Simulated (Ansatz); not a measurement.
# C2H7B: the cost of one run

All numbers below are computed with Ansatz 0.2.0 (RKS PBE0/def2-SVP).

1 further run of the same task is left out (it didn't finish).

### 1 The system as given

Bond lengths: B1–C2 1.800 Å, C2–H3 1.110 Å, C2–H4 1.110 Å, C2–H5 1.110 Å, B1–C7 1.600 Å, C7–H8 1.110 Å, C7–H9 1.110 Å, C7–H10 1.110 Å. Angles: B1–C2–H3 74.9°, B1–C2–H4 132.6°, B1–C2–H5 113.1°, H3–C2–H4 109.4°, H3–C2–H5 109.4°, H4–C2–H5 109.4°, C2–B1–C7 156.1°, B1–C7–H8 109.5°, B1–C7–H9 109.5°, B1–C7–H10 109.5°, H8–C7–H9 109.4°, H8–C7–H10 109.4°, H9–C7–H10 109.4°.

Structure file:

```xyz
10

B     0.0000    0.0000    0.0000
C     1.0599    0.0000    1.4549
H     0.0603   -0.3092    1.8254
H     1.8275   -0.7111    1.8254
H     1.2919    1.0203    1.8254
H     1.3894    0.0000   -0.0408
C    -1.3856    0.0000   -0.8000
H    -1.9458   -0.9305   -0.5708
H    -1.9898    0.8797   -0.4946
H    -1.1839    0.0508   -1.8903
```

### 2 A restrained relaxation towards end A

Springs on the bonds that form and break draw the guess towards this end; the thresholds are loose.

The input, input.yaml:

```yaml
crystal:
  periodic: [false, false, false]
  atoms:
    - { symbol: B, position_ang: [0.0, 0.0, 0.0] }
    - { symbol: C, position_ang: [1.0599, 0.0, 1.4549] }
    - { symbol: H, position_ang: [0.0603, -0.3092, 1.8254] }
    - { symbol: H, position_ang: [1.8275, -0.7111, 1.8254] }
    - { symbol: H, position_ang: [1.2919, 1.0203, 1.8254] }
    - { symbol: H, position_ang: [1.3894, 0.0, -0.0408] }
    - { symbol: C, position_ang: [-1.3856, 0.0, -0.8] }
    - { symbol: H, position_ang: [-1.9458, -0.9305, -0.5708] }
    - { symbol: H, position_ang: [-1.9898, 0.8797, -0.4946] }
    - { symbol: H, position_ang: [-1.1839, 0.0508, -1.8903] }
basis:
  gaussian: { orbitals: def2-SVP }
hamiltonian:
  xc: pbe0
relax:
  f_tol: 0.15
  max_steps: 25
  restrain:
    - { distance: [1, 5], at: 2.31, k: 30.0 }
    - { distance: [0, 1], at: 1.6, k: 30.0 }
    - { distance: [0, 5], at: 1.19, k: 30.0 }
output:
  orbitals: {}
```

Started as:

```
ansatz run input.yaml --threads 1 --pin off --max-ram 2048MiB --backend cpu --events-out ev --progress --plain --runs-dir out
```

What time and memory should one allow on 1 thread of Intel Xeon 6975P-C (Granite Rapids), shared host?

About 9.5 s, with a peak of 0.17 GiB.
